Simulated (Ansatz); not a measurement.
## A ladder of methods for SiH2F− (SMILES F[SiH2-])

SiH2F−: 4 atoms, total charge -1, spin state singlet. As SMILES, `F[SiH2-]`. The shape is that of a GFN2-xTB optimisation.

```
atom    x (Å)    y (Å)    z (Å)
   F   1.2242   0.6908  -0.3839
  Si  -0.1140  -0.3916  -0.4401
   H  -1.1854   0.6583  -0.1433
   H   0.0751  -0.9576   0.9672
```

Quantity: the energy change with the F1–Si2 bond stretched from 1.722 to 4.305 Å, in eV. The values are calculated.

```json
{"level": "SVWN5/STO-3G (restricted)", "kind": "LDA", "program": "Ansatz", "value (eV)": "5.57", "less FCI/STO-3G": "+0.96", "CPU time (all runs)": "1.2 s"}
{"level": "revPBE/STO-3G (restricted)", "kind": "GGA", "program": "Ansatz", "value (eV)": "4.99", "less FCI/STO-3G": "+0.38", "CPU time (all runs)": "1.9 s"}
{"level": "r2SCAN/STO-3G (restricted)", "kind": "meta-GGA", "program": "Ansatz", "value (eV)": "5.37", "less FCI/STO-3G": "+0.76", "CPU time (all runs)": "5 s"}
{"level": "B3LYP/STO-3G (restricted)", "kind": "global hybrid", "program": "Ansatz", "value (eV)": "5.84", "less FCI/STO-3G": "+1.23", "CPU time (all runs)": "1.7 s"}
{"level": "HSE06/STO-3G (restricted)", "kind": "range-separated hybrid", "program": "Ansatz", "value (eV)": "5.96", "less FCI/STO-3G": "+1.35", "CPU time (all runs)": "2.3 s"}
{"level": "wB97X/STO-3G (restricted)", "kind": "range-separated hybrid", "program": "Ansatz", "value (eV)": "6.88", "less FCI/STO-3G": "+2.27", "CPU time (all runs)": "6.7 s"}
{"level": "MP2/STO-3G (restricted)", "kind": "perturbation theory", "program": "Ansatz", "value (eV)": "6.11", "less FCI/STO-3G": "+1.50", "CPU time (all runs)": "0.18 s"}
{"level": "CCSD(T)/STO-3G (restricted)", "kind": "coupled cluster or CI", "program": "Ansatz", "value (eV)": "2.32", "less FCI/STO-3G": "-2.29", "CPU time (all runs)": "0.23 s"}
{"level": "FCI/STO-3G", "kind": "exact in the basis", "program": "Ansatz", "value (eV)": "4.61", "less FCI/STO-3G": "0.00", "CPU time (all runs)": "0.47 s"}
```

FCI/STO-3G is exact within its basis and frozen core, so for wave-function methods in that basis the difference is their error; functionals converge differently with the basis, so for them it is only a difference. Sets without diffuse functions describe the anion poorly. The first shape isn't each level's own minimum. The values span 2.32 to 6.88 eV. All rows use very small basis sets, so none should be taken for the real molecule's value. In so small a basis fixed costs decide the times, and correlated methods can beat functionals. CPU times are rough (shared hosts, several kinds of processor and program).
